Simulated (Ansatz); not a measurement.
**A relaxation, step by step**

Si₂H₇F, closed shell, PBE0-D4/def2-TZVP (Ansatz 0.2.0). Settings:

```yaml
hamiltonian: {xc: pbe0, dispersion: d4}
relax: {f_tol: 0.005, max_steps: 200}
```

Start, a step off a saddle point along its unstable mode:

```xyz
10
angstrom
Si -0.8071 0.5621 -0.7974
F 0.2864 1.9302 -0.7165
H -0.6124 0.4146 -2.2536
H -1.9417 1.3281 -0.2227
H -1.2957 -0.8905 -0.4661
H 0.6089 0.6264 0.1404
Si 0.8261 -0.7327 0.8898
H -0.2122 -1.0510 1.9016
H 1.0700 -1.8938 -0.0073
H 2.0777 -0.2935 1.5316
```

```
step  energy less the last (meV)  largest force component (eV/Å)
   1                      1947.5                           1.180
   2                      1531.5                           1.182
   3                       995.4                           0.830
   4                       573.8                           0.896
   5                       283.8                           0.913
   6                        95.2                           0.548
   7                        20.8                           0.272
   8                         8.0                           0.090
   9                         3.7                           0.049
  10                         1.3                           0.029
  11                         0.6                           0.024
  12                         0.3                           0.019
  13                         0.1                           0.015
  14                         0.1                           0.017
  15                         0.0                           0.009
  16                         0.0                           0.006
  17                         0.0                           0.003
```

Step 4, positions (Å) and forces (eV/Å):

| atom | x | y | z | Fx | Fy | Fz |
| --- | --- | --- | --- | --- | --- | --- |
| Si1 | -1.009 | 0.786 | -1.039 | -0.896 | -0.136 | -0.460 |
| F2 | 0.085 | 1.931 | -0.857 | 0.378 | 0.048 | 0.201 |
| H3 | -0.950 | 0.501 | -2.482 | -0.225 | 0.114 | -0.269 |
| H4 | -2.229 | 1.399 | -0.481 | -0.222 | 0.117 | -0.190 |
| H5 | -1.039 | -0.578 | -0.452 | 0.331 | 0.071 | 0.174 |
| H6 | 0.767 | 0.397 | 0.360 | 0.456 | 0.157 | 0.248 |
| Si7 | 1.046 | -0.847 | 1.091 | -0.252 | 0.081 | -0.213 |
| H8 | -0.132 | -1.044 | 1.978 | 0.150 | -0.200 | 0.021 |
| H9 | 1.170 | -1.896 | 0.041 | 0.015 | -0.087 | 0.239 |
| H10 | 2.291 | -0.646 | 1.841 | 0.265 | -0.166 | 0.250 |

Step 6, positions (Å) and forces (eV/Å):

```tsv
atom	x	y	z	Fx	Fy	Fz
Si1	-1.231	0.914	-1.249	-0.355	-0.548	-0.019
F2	-0.046	1.938	-0.956	0.163	0.003	0.093
H3	-1.229	0.635	-2.707	-0.118	0.171	0.025
H4	-2.479	1.519	-0.725	-0.009	0.080	-0.181
H5	-1.086	-0.414	-0.568	0.188	0.336	-0.029
H6	1.040	0.353	0.571	0.173	0.172	0.038
Si7	1.234	-0.936	1.261	-0.171	0.130	-0.152
H8	0.024	-1.148	2.097	0.092	-0.119	0.102
H9	1.299	-1.975	0.202	0.084	-0.113	0.107
H10	2.475	-0.886	2.074	-0.046	-0.112	0.018
```

Step 7, positions (Å) and forces (eV/Å):

```tsv
atom	x	y	z	Fx	Fy	Fz
Si1	-1.333	0.936	-1.328	0.121	-0.272	0.191
F2	-0.088	1.871	-0.960	-0.074	0.131	-0.110
H3	-1.357	0.705	-2.789	-0.014	0.088	-0.049
H4	-2.579	1.569	-0.845	-0.018	0.086	-0.045
H5	-1.121	-0.354	-0.624	-0.067	-0.005	-0.037
H6	1.209	0.386	0.674	0.049	0.056	0.009
Si7	1.303	-0.944	1.314	-0.056	-0.022	-0.026
H8	0.090	-1.175	2.138	0.018	0.003	0.058
H9	1.354	-1.990	0.261	0.057	-0.021	-0.001
H10	2.522	-1.004	2.160	-0.017	-0.044	0.009
```

Last step (17):

```
10
angstrom
Si -1.3952 0.9198 -1.3654
F -0.1950 1.9433 -1.0986
H -1.4705 0.6590 -2.8219
H -2.6510 1.5359 -0.8770
H -1.1116 -0.3343 -0.6280
H 1.5359 0.4530 0.8840
Si 1.3660 -0.9425 1.3580
H 0.0716 -1.0693 2.0752
H 1.3741 -1.8667 0.1954
H 2.4758 -1.2983 2.2783
```

Hardware: 4 CPU threads of a Oxide Virtual Turin-like, shared host. Wall time about 18 s.
